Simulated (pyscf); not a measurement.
Elementary routes open to HO–AsH–O–SiH₃ + hydrogen (H₂) in the gas phase (singlet surface):
A. HO–AsH–OH + silane (SiH₄) (O–Si, H–H broken; H–O, H–Si formed)
B. H₃Si–O–AsH₂ + water (H₂O) (As–O, H–H broken; As–H, H–O formed)

Structures and frequencies: ωB97X-D3(BJ)/def2-SVP in PySCF.

Q: Rank the routes by free-energy barrier at 298 K, lowest first, for ωB97M-D3(BJ)/def2-TZVP energies (ideal gas, 1 atm, RRHO with modes under 100 cm⁻¹ raised to 100, one conformer, R ln 2 for chiral ones without a mode under 150 cm⁻¹).

A: B (2.40 eV), A (2.63 eV)

Route B is the fastest of these, ahead of the next by 0.23 eV. The most stable products are those of B (ΔG = -0.04 eV), so kinetics and thermodynamics agree. At 1200 K B is still the fastest. Only these routes are compared; each barrier is that of the saddle found, and lower ones may exist. Elements up to Kr have no core potential and no relativistic terms here.
